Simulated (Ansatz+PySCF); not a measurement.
singlet CH(+): levels of theory in one basis

```xyz
2

C     0.0000    0.0000   -0.3442
H     0.0000    0.0000    2.0649
```

Basis set: 6-31G (spherical functions). Correlated methods keep 1 orbital frozen. Charge 1, multiplicity 1.

Computed with Ansatz (development build ahead of 0.2.0) and PySCF 2.14.0; each method stands on the lowest determinant of its kind that the runs found.

```json
{"method": "RHF", "E − E(RHF) (eV)": "0.00", "<S²> of the determinant": "–"}
{"method": "UHF", "E − E(RHF) (eV)": "-2.09", "<S²> of the determinant": "1.02"}
{"method": "RHF-MP2", "E − E(RHF) (eV)": "-2.01", "<S²> of the determinant": "–"}
{"method": "UHF-MP2", "E − E(RHF) (eV)": "-2.80", "<S²> of the determinant": "1.02"}
{"method": "RHF-CCSD(T)", "E − E(RHF) (eV)": "-3.73", "<S²> of the determinant": "–"}
{"method": "UHF-CCSD(T)", "E − E(RHF) (eV)": "-3.44", "<S²> of the determinant": "1.02"}
{"method": "full CI (lowest root of this spin)", "E − E(RHF) (eV)": "-3.73", "<S²> of the determinant": "–"}
```

Question: What does RHF-CCSD give on the same scale?

Answer: -3.65 eV.

At such a shape the full CI root can have another spatial symmetry than the determinants, so the rows needn't describe one state.

Question: Is a single determinant a sound starting point here?

Answer: It is doubtful. Unrestricted orbitals lower Hartree–Fock by 2.09 eV and <S²> is 1.02 where a pure state has 0.00, a sign of strong static correlation.

Caution for RHF, RHF-MP2, RHF-CCSD, RHF-CCSD(T): an unrestricted determinant lies well below. Caution for UHF, UHF-MP2, UHF-CCSD(T): the unrestricted determinant is a mixture of spin states. Caution for RHF-MP2, RHF-CCSD, RHF-CCSD(T): large amplitudes, a single reference is doubtful. Caution for UHF-MP2, UHF-CCSD(T): bonds are stretched, where a single reference can fail; a plain start can end on a higher determinant. Caution for RHF-CCSD(T): the amplitudes may be one of several solutions. Caution for UHF-CCSD(T): another reference gives a lower total.
